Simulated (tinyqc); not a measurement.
UKS/PBE0 in the sto-3g basis, for LiH+, spin multiplicity 2, step by step (part 1 of 3). Computed by tinyqc, a small Python program that keeps every step (integrals from PySCF). Settings: charge = 1, multiplicity = 2, basis = sto-3g, energy threshold = 1e-08, iteration cap = 64, orthogonalisation = symmetric, start = Wolfsberg-Helmholz matrix, DIIS depth = 3, method = UKS, functional = pbe0, grid = [40, 26]. Command: `OMP_NUM_THREADS=1 python tinyqc.py 29250 29251 out.jsonl` (the two numbers bound the seeds that draw the settings). One thread of a shared host (Intel(R) Xeon(R) Processor @ 2.60GHz), about 2 s of CPU time with the checks. Later iterations appear only in the table of the cycle.

## One-electron integrals

Geometry (angstrom):

| atom | x | y | z |
|---|---|---|---|
| Li | 0.000000 | 0.000000 | 0.000000 |
| H | 0.000000 | 0.000000 | 2.987000 |

Basis sto-3g: exponents (1/bohr^2) and contraction coefficients of normalised primitives:

| element | l (shell) | exponent | coefficient |
|---|---|---|---|
| Li | s (1) | 16.119575 | 0.154329 |
| Li | s (1) | 2.936201 | 0.535328 |
| Li | s (1) | 0.794651 | 0.444635 |
| Li | s (2) | 0.636290 | -0.099967 |
| Li | s (2) | 0.147860 | 0.399513 |
| Li | s (2) | 0.048089 | 0.700115 |
| Li | p (3) | 0.636290 | 0.155916 |
| Li | p (3) | 0.147860 | 0.607684 |
| Li | p (3) | 0.048089 | 0.391957 |
| H | s (1) | 3.425251 | 0.154329 |
| H | s (1) | 0.623914 | 0.535328 |
| H | s (1) | 0.168855 | 0.444635 |

Overlap, kinetic and nuclear-attraction integrals over the contracted functions; the nuclear repulsion is the sum of Za Zb / Rab.

nuclear repulsion = 0.53148029 hartree

overlap S:
```
           1Li 1s    1Li 2s   1Li 2px   1Li 2py   1Li 2pz     2H 1s
1Li 1s   1.000000  0.241137  0.000000  0.000000  0.000000  0.002033
1Li 2s   0.241137  1.000000  0.000000  0.000000  0.000000  0.125043
1Li 2px  0.000000  0.000000  1.000000  0.000000  0.000000  0.000000
1Li 2py  0.000000  0.000000  0.000000  1.000000  0.000000  0.000000
1Li 2pz  0.000000  0.000000  0.000000  0.000000  1.000000  0.194585
2H 1s    0.002033  0.125043  0.000000  0.000000  0.194585  1.000000
```

kinetic energy T (hartree):
```
            1Li 1s     1Li 2s   1Li 2px   1Li 2py   1Li 2pz      2H 1s
1Li 1s    3.576786  -0.020237  0.000000  0.000000  0.000000  -0.001845
1Li 2s   -0.020237   0.102163  0.000000  0.000000  0.000000  -0.002036
1Li 2px   0.000000   0.000000  0.319682  0.000000  0.000000   0.000000
1Li 2py   0.000000   0.000000  0.000000  0.319682  0.000000   0.000000
1Li 2pz   0.000000   0.000000  0.000000  0.000000  0.319682   0.005082
2H 1s    -0.001845  -0.002036  0.000000  0.000000  0.005082   0.760032
```

nuclear attraction V (hartree):
```
            1Li 1s     1Li 2s    1Li 2px    1Li 2py    1Li 2pz      2H 1s
1Li 1s   -8.160041  -1.007063   0.000000   0.000000  -0.004621  -0.007179
1Li 2s   -1.007063  -1.382895   0.000000   0.000000  -0.054374  -0.161788
1Li 2px   0.000000   0.000000  -1.361464   0.000000   0.000000   0.000000
1Li 2py   0.000000   0.000000   0.000000  -1.361464   0.000000   0.000000
1Li 2pz  -0.004621  -0.054374   0.000000   0.000000  -1.396328  -0.253293
2H 1s    -0.007179  -0.161788   0.000000   0.000000  -0.253293  -1.758094
```

core Hamiltonian H = T + V (hartree):
```
            1Li 1s     1Li 2s    1Li 2px    1Li 2py    1Li 2pz      2H 1s
1Li 1s   -4.583255  -1.027300   0.000000   0.000000  -0.004621  -0.009024
1Li 2s   -1.027300  -1.280732   0.000000   0.000000  -0.054374  -0.163824
1Li 2px   0.000000   0.000000  -1.041783   0.000000   0.000000   0.000000
1Li 2py   0.000000   0.000000   0.000000  -1.041783   0.000000   0.000000
1Li 2pz  -0.004621  -0.054374   0.000000   0.000000  -1.076647  -0.248210
2H 1s    -0.009024  -0.163824   0.000000   0.000000  -0.248210  -0.998062
```

## Two-electron integrals

Functions are numbered as in S; the eight-fold symmetry (ij|kl) = (ji|kl) = (kl|ij) leaves the list below.

Two-electron integrals (ij|kl) in chemists' order, unique and non-zero (hartree):
```
(11|11) 1.680395   (21|11) 0.265420   (21|21) 0.049941   (22|11) 0.397727
(22|21) 0.092860   (22|22) 0.290562   (31|31) 0.008981   (32|31) 0.013788
(32|32) 0.064184   (33|11) 0.396640   (33|21) 0.092880   (33|22) 0.290497
(33|33) 0.312946   (41|41) 0.008981   (42|41) 0.013788   (42|42) 0.064184
(43|43) 0.016869   (44|11) 0.396640   (44|21) 0.092880   (44|22) 0.290497
(44|33) 0.279207   (44|44) 0.312946   (51|51) 0.008981   (52|51) 0.013788
(52|52) 0.064184   (53|53) 0.016869   (54|54) 0.016869   (55|11) 0.396640
(55|21) 0.092880   (55|22) 0.290497   (55|33) 0.279207   (55|44) 0.279207
(55|55) 0.312946   (61|11) 0.001929   (61|21) 0.000379   (61|22) 0.000766
(61|33) 0.000751   (61|44) 0.000751   (61|51) 0.000065   (61|52) 0.000136
(61|55) 0.000797   (61|61) 3.51e-06   (62|11) 0.028166   (62|21) 0.006769
(62|22) 0.026182   (62|33) 0.024617   (62|44) 0.024617   (62|51) 0.000894
(62|52) 0.008171   (62|55) 0.029279   (62|61) 0.000069   (62|62) 0.006751
(63|31) 0.000207   (63|32) 0.001504   (63|53) 0.000812   (63|63) 0.000213
(64|41) 0.000207   (64|42) 0.001504   (64|54) 0.000812   (64|64) 0.000213
(65|11) 0.042792   (65|21) 0.010299   (65|22) 0.040188   (65|33) 0.037639
(65|44) 0.037639   (65|51) 0.001388   (65|52) 0.012826   (65|55) 0.045236
(65|61) 0.000106   (65|62) 0.010738   (65|65) 0.017100   (66|11) 0.177160
(66|21) 0.042719   (66|22) 0.175279   (66|33) 0.164163   (66|44) 0.164163
(66|51) 0.004620   (66|52) 0.053226   (66|55) 0.197166   (66|61) 0.000424
(66|62) 0.063398   (66|65) 0.101958   (66|66) 0.774606
```

## Orthogonalisation

S = U s U^T; symmetric (Loewdin) form X = U s^(-1/2) U^T, so that X^T S X = 1.

eigenvalues of S: 0.707644  0.839042  1.000000  1.000000  1.158931  1.294383

X:
```
            1Li 1s     1Li 2s   1Li 2px   1Li 2py    1Li 2pz      2H 1s
1Li 1s    1.023021  -0.126402  0.000000  0.000000  -0.001847   0.011209
1Li 2s   -0.126402   1.029399  0.000000  0.000000   0.009895  -0.067020
1Li 2px   0.000000   0.000000  1.000000  0.000000   0.000000   0.000000
1Li 2py   0.000000   0.000000  0.000000  1.000000   0.000000   0.000000
1Li 2pz  -0.001847   0.009895  0.000000  0.000000   1.014786  -0.100733
2H 1s     0.011209  -0.067020  0.000000  0.000000  -0.100733   1.021125
```

## Starting guess

The start is the generalised Wolfsberg-Helmholz matrix (K = 1.75) built on H; D(s) = C_occ C_occ^T for each spin.

D(alpha) at the start:
```
            1Li 1s    1Li 2s   1Li 2px   1Li 2py    1Li 2pz      2H 1s
1Li 1s    0.988106  0.009229  0.000000  0.000000  -0.057029  -0.055947
1Li 2s    0.009229  0.106704  0.000000  0.000000   0.202741   0.184767
1Li 2px   0.000000  0.000000  0.000000  0.000000   0.000000   0.000000
1Li 2py   0.000000  0.000000  0.000000  0.000000   0.000000   0.000000
1Li 2pz  -0.057029  0.202741  0.000000  0.000000   0.390845   0.356494
2H 1s    -0.055947  0.184767  0.000000  0.000000   0.356494   0.325178
```

D(beta) at the start:
```
            1Li 1s     1Li 2s   1Li 2px   1Li 2py    1Li 2pz      2H 1s
1Li 1s    0.979629   0.039082  0.000000  0.000000   0.000530  -0.003447
1Li 2s    0.039082   0.001559  0.000000  0.000000   0.000021  -0.000138
1Li 2px   0.000000   0.000000  0.000000  0.000000   0.000000   0.000000
1Li 2py   0.000000   0.000000  0.000000  0.000000   0.000000   0.000000
1Li 2pz   0.000530   0.000021  0.000000  0.000000   0.000000  -0.000002
2H 1s    -0.003447  -0.000138  0.000000  0.000000  -0.000002   0.000012
```

## Iteration 1: exchange-correlation on the grid

Becke grid with 40 radial and 26 angular points per atom, points of zero weight dropped. rho = sum D_ij phi_i phi_j; V_xc,ij = sum w v_xc phi_i phi_j plus the gradient terms; v_xc is d(rho eps)/d rho(s) for spin s at fixed gradient. Exact exchange is left to K.

The 8 grid points with the largest w rho, of 2064 (bohr, atomic units):

| x | y | z | w | rho(alpha) | rho(beta) | eps_xc | v_xc(alpha) |
|---|---|---|---|---|---|---|---|
| 0.000000 | 0.000000 | 3.419373 | 2.342042 | 0.007497 | 2.32e-06 | -0.155932 | -0.204673 |
| 0.000000 | 0.000000 | 3.889396 | 1.878702 | 0.009303 | 9.73e-07 | -0.166554 | -0.215101 |
| 0.000000 | 0.000000 | 2.993192 | 1.999280 | 0.007856 | 4.76e-06 | -0.157971 | -0.207949 |
| 0.000000 | 0.000000 | -0.532262 | 0.020560 | 0.358845 | 0.349728 | -0.589138 | -0.673141 |
| 0.000000 | 0.000000 | 0.532262 | 0.020560 | 0.351022 | 0.349855 | -0.587653 | -0.667901 |
| -0.532262 | 0.000000 | 0.000000 | 0.020560 | 0.350740 | 0.349793 | -0.588198 | -0.666644 |
| 0.000000 | 0.532262 | 0.000000 | 0.020560 | 0.350740 | 0.349793 | -0.588198 | -0.666644 |
| 0.532262 | 0.000000 | 0.000000 | 0.020560 | 0.350740 | 0.349793 | -0.588198 | -0.666644 |

electrons on the grid, sum of w rho = 2.999719

E_xc = sum of w rho eps_xc = -1.43371686 hartree

V_xc(alpha) (hartree):
```
            1Li 1s     1Li 2s    1Li 2px    1Li 2py    1Li 2pz      2H 1s
1Li 1s   -0.821744  -0.106962   0.000000   0.000000  -0.001421  -0.000788
1Li 2s   -0.106962  -0.128223   0.000000   0.000000  -0.022979  -0.024111
1Li 2px   0.000000   0.000000  -0.116729   0.000000   0.000000   0.000000
1Li 2py   0.000000   0.000000   0.000000  -0.116729   0.000000   0.000000
1Li 2pz  -0.001421  -0.022979   0.000000   0.000000  -0.147630  -0.038607
2H 1s    -0.000788  -0.024111   0.000000   0.000000  -0.038607  -0.294778
```

V_xc(beta) (hartree):
```
            1Li 1s     1Li 2s    1Li 2px    1Li 2py    1Li 2pz      2H 1s
1Li 1s   -0.818192  -0.104754   0.000000   0.000000  -0.000873  -0.000740
1Li 2s   -0.104754  -0.076908   0.000000   0.000000  -0.006255   0.032416
1Li 2px   0.000000   0.000000  -0.074078   0.000000   0.000000   0.000000
1Li 2py   0.000000   0.000000   0.000000  -0.074078   0.000000   0.000000
1Li 2pz  -0.000873  -0.006255   0.000000   0.000000  -0.080058   0.053515
2H 1s    -0.000740   0.032416   0.000000   0.000000   0.053515   0.499524
```

## Iteration 1: building the Kohn-Sham matrix

J_ij = sum D_kl (ij|kl) with D = D(alpha) + D(beta), K_ij = sum D_kl (ik|jl) for each spin; F = H + J - 0.25 K(s) + V_xc; E = tr D H + tr D J / 2 - 0.125 sum_s tr D(s) K(s) + E_xc + E_nn.

Coulomb J (hartree):
```
           1Li 1s    1Li 2s   1Li 2px   1Li 2py   1Li 2pz     2H 1s
1Li 1s   3.628593  0.597147  0.000000  0.000000  0.007391  0.004512
1Li 2s   0.597147  1.031820  0.000000  0.000000  0.053925  0.104324
1Li 2px  0.000000  0.000000  1.019253  0.000000  0.000000  0.000000
1Li 2py  0.000000  0.000000  0.000000  1.019253  0.000000  0.000000
1Li 2pz  0.007391  0.053925  0.000000  0.000000  1.050305  0.161574
2H 1s    0.004512  0.104324  0.000000  0.000000  0.161574  0.817779
```

exchange K(alpha) (hartree):
```
            1Li 1s    1Li 2s   1Li 2px   1Li 2py    1Li 2pz     2H 1s
1Li 1s    1.674117  0.281877  0.000000  0.000000  -0.001162  0.003076
1Li 2s    0.281877  0.124091  0.000000  0.000000   0.092636  0.092117
1Li 2px   0.000000  0.000000  0.023752  0.000000   0.000000  0.000000
1Li 2py   0.000000  0.000000  0.000000  0.023752   0.000000  0.000000
1Li 2pz  -0.001162  0.092636  0.000000  0.000000   0.180688  0.148130
2H 1s     0.003076  0.092117  0.000000  0.000000   0.148130  0.359710
```

exchange K(beta) (hartree):
```
           1Li 1s    1Li 2s   1Li 2px   1Li 2py   1Li 2pz     2H 1s
1Li 1s   1.666975  0.277555  0.000000  0.000000  0.000068  0.002422
1Li 2s   0.277555  0.056582  0.000000  0.000000  0.000019  0.000541
1Li 2px  0.000000  0.000000  0.009974  0.000000  0.000000  0.000000
1Li 2py  0.000000  0.000000  0.000000  0.009974  0.000000  0.000000
1Li 2pz  0.000068  0.000019  0.000000  0.000000  0.009963  0.000094
2H 1s    0.002422  0.000541  0.000000  0.000000  0.000094  0.000009
```

F(alpha) (hartree):
```
            1Li 1s     1Li 2s    1Li 2px    1Li 2py    1Li 2pz      2H 1s
1Li 1s   -2.194935  -0.607585   0.000000   0.000000   0.001640  -0.006069
1Li 2s   -0.607585  -0.408157   0.000000   0.000000  -0.046587  -0.106640
1Li 2px   0.000000   0.000000  -0.145196   0.000000   0.000000   0.000000
1Li 2py   0.000000   0.000000   0.000000  -0.145196   0.000000   0.000000
1Li 2pz   0.001640  -0.046587   0.000000   0.000000  -0.219144  -0.162276
2H 1s    -0.006069  -0.106640   0.000000   0.000000  -0.162276  -0.564988
```

F(beta) (hartree):
```
            1Li 1s     1Li 2s    1Li 2px    1Li 2py    1Li 2pz      2H 1s
1Li 1s   -2.189597  -0.604296   0.000000   0.000000   0.001880  -0.005858
1Li 2s   -0.604296  -0.339965   0.000000   0.000000  -0.006709  -0.027219
1Li 2px   0.000000   0.000000  -0.099100   0.000000   0.000000   0.000000
1Li 2py   0.000000   0.000000   0.000000  -0.099100   0.000000   0.000000
1Li 2pz   0.001880  -0.006709   0.000000   0.000000  -0.108890  -0.033144
2H 1s    -0.005858  -0.027219   0.000000   0.000000  -0.033144   0.319240
```

total energy of this density = -7.54347994 hartree

## Iteration 1: diagonalisation and new density

Diagonalise F' = X^T F X, C = X C', fill 2 alpha and 1 beta electrons from the bottom; D(s) = C_occ C_occ^T. Each column has its largest component positive (the first on a tie).

F' = X^T F X (alpha) (hartree):
```
           1          2          3          4          5          6
1  -2.146476  -0.313769   0.000000   0.000000   0.004473   0.014609
2  -0.313769  -0.298149   0.000000   0.000000  -0.035401  -0.051643
3   0.000000   0.000000  -0.145196   0.000000   0.000000   0.000000
4   0.000000   0.000000   0.000000  -0.145196   0.000000   0.000000
5   0.004473  -0.035401   0.000000   0.000000  -0.198986  -0.087656
6   0.014609  -0.051643   0.000000   0.000000  -0.087656  -0.545323
```

orbital energies (alpha) (hartree): MO1 -2.198311, MO2 -0.577203, MO3 -0.242826, MO4 -0.170593, MO5 -0.145196, MO6 -0.145196

coefficients C (alpha):
```
               MO1        MO2        MO3        MO4       MO5        MO6
1Li 1s    0.988737  -0.038754  -0.275495   0.087631  0.000000   0.000000
1Li 2s    0.043155   0.124555   0.983904  -0.307874  0.000000   0.000000
1Li 2px   0.000000   0.000000   0.000000   0.000000  0.574944   0.818193
1Li 2py   0.000000   0.000000   0.000000   0.000000  0.818193  -0.574944
1Li 2pz   0.000678   0.147328   0.309522   0.960484  0.000000   0.000000
2H 1s    -0.003587   0.938464  -0.338698  -0.249032  0.000000   0.000000
```

F' = X^T F X (beta) (hartree):
```
           1          2          3          4          5          6
1  -2.140746  -0.319002   0.000000   0.000000   0.000832   0.015168
2  -0.319002  -0.232991   0.000000   0.000000  -0.003205  -0.035082
3   0.000000   0.000000  -0.099100   0.000000   0.000000   0.000000
4   0.000000   0.000000   0.000000  -0.099100   0.000000   0.000000
5   0.000832  -0.003205   0.000000   0.000000  -0.102227  -0.056215
6   0.015168  -0.035082   0.000000   0.000000  -0.056215   0.341186
```

orbital energies (beta) (hartree): MO1 -2.192708, MO2 -0.184369, MO3 -0.108423, MO4 -0.099100, MO5 -0.099100, MO6 0.350723

coefficients C (beta):
```
               MO1        MO2        MO3       MO4        MO5        MO6
1Li 1s    0.989394  -0.285789   0.030044  0.000000   0.000000   0.034637
1Li 2s    0.040805   1.023923  -0.105172  0.000000   0.000000  -0.138151
1Li 2px   0.000000   0.000000   0.000000  0.331028   0.943621   0.000000
1Li 2py   0.000000   0.000000   0.000000  0.943621  -0.331028   0.000000
1Li 2pz  -0.000111   0.097956   0.989945  0.000000   0.000000  -0.224619
2H 1s    -0.003443   0.004826   0.024922  0.000000   0.000000   1.028010
```

D(alpha) after iteration 1:
```
            1Li 1s    1Li 2s   1Li 2px   1Li 2py    1Li 2pz      2H 1s
1Li 1s    0.979102  0.037842  0.000000  0.000000  -0.005040  -0.039916
1Li 2s    0.037842  0.017376  0.000000  0.000000   0.018380   0.116735
1Li 2px   0.000000  0.000000  0.000000  0.000000   0.000000   0.000000
1Li 2py   0.000000  0.000000  0.000000  0.000000   0.000000   0.000000
1Li 2pz  -0.005040  0.018380  0.000000  0.000000   0.021706   0.138260
2H 1s    -0.039916  0.116735  0.000000  0.000000   0.138260   0.880727
```

D(beta) after iteration 1:
```
            1Li 1s     1Li 2s   1Li 2px   1Li 2py    1Li 2pz      2H 1s
1Li 1s    0.978901   0.040373  0.000000  0.000000  -0.000110  -0.003407
1Li 2s    0.040373   0.001665  0.000000  0.000000  -0.000005  -0.000141
1Li 2px   0.000000   0.000000  0.000000  0.000000   0.000000   0.000000
1Li 2py   0.000000   0.000000  0.000000  0.000000   0.000000   0.000000
1Li 2pz  -0.000110  -0.000005  0.000000  0.000000   0.000000   0.000000
2H 1s    -0.003407  -0.000141  0.000000  0.000000   0.000000   0.000012
```

Within a degenerate level the vectors are fixed only up to a rotation; this is one choice.

## Iteration 2: exchange-correlation on the grid

As before.

The 8 grid points with the largest w rho, of 2064 (bohr, atomic units):

| x | y | z | w | rho(alpha) | rho(beta) | eps_xc | v_xc(alpha) |
|---|---|---|---|---|---|---|---|
| 0.000000 | 0.000000 | 4.407382 | 0.630664 | 0.028124 | 1.54e-07 | -0.248833 | -0.277204 |
| 0.000000 | 0.000000 | 3.889396 | 1.878702 | 0.009155 | 9.91e-07 | -0.184983 | -0.186365 |
| 0.000000 | 0.000000 | -0.532262 | 0.020560 | 0.350149 | 0.349663 | -0.587866 | -0.666553 |
| 0.532262 | 0.000000 | 0.000000 | 0.020560 | 0.349574 | 0.349648 | -0.587789 | -0.666106 |
| 0.000000 | -0.532262 | 0.000000 | 0.020560 | 0.349574 | 0.349648 | -0.587789 | -0.666106 |
| 0.000000 | 0.532262 | 0.000000 | 0.020560 | 0.349574 | 0.349648 | -0.587789 | -0.666106 |
| -0.532262 | 0.000000 | 0.000000 | 0.020560 | 0.349574 | 0.349648 | -0.587789 | -0.666106 |
| 0.000000 | 0.000000 | 0.532262 | 0.020560 | 0.349474 | 0.349632 | -0.587730 | -0.666101 |

electrons on the grid, sum of w rho = 3.005635

E_xc = sum of w rho eps_xc = -1.53317485 hartree

V_xc(alpha) (hartree):
```
            1Li 1s     1Li 2s    1Li 2px    1Li 2py    1Li 2pz      2H 1s
1Li 1s   -0.818135  -0.104433   0.000000   0.000000  -0.000544  -0.000719
1Li 2s   -0.104433  -0.088981   0.000000   0.000000  -0.015981  -0.025291
1Li 2px   0.000000   0.000000  -0.083554   0.000000   0.000000   0.000000
1Li 2py   0.000000   0.000000   0.000000  -0.083554   0.000000   0.000000
1Li 2pz  -0.000544  -0.015981   0.000000   0.000000  -0.097125  -0.041077
2H 1s    -0.000719  -0.025291   0.000000   0.000000  -0.041077  -0.368766
```

V_xc(beta) (hartree):
```
            1Li 1s     1Li 2s    1Li 2px    1Li 2py    1Li 2pz      2H 1s
1Li 1s   -0.817801  -0.103844   0.000000   0.000000  -0.000091  -0.000707
1Li 2s   -0.103844  -0.067075   0.000000   0.000000   0.002596   0.038214
1Li 2px   0.000000   0.000000  -0.068101   0.000000   0.000000   0.000000
1Li 2py   0.000000   0.000000   0.000000  -0.068101   0.000000   0.000000
1Li 2pz  -0.000091   0.002596   0.000000   0.000000  -0.062837   0.063625
2H 1s    -0.000707   0.038214   0.000000   0.000000   0.063625   0.646182
```
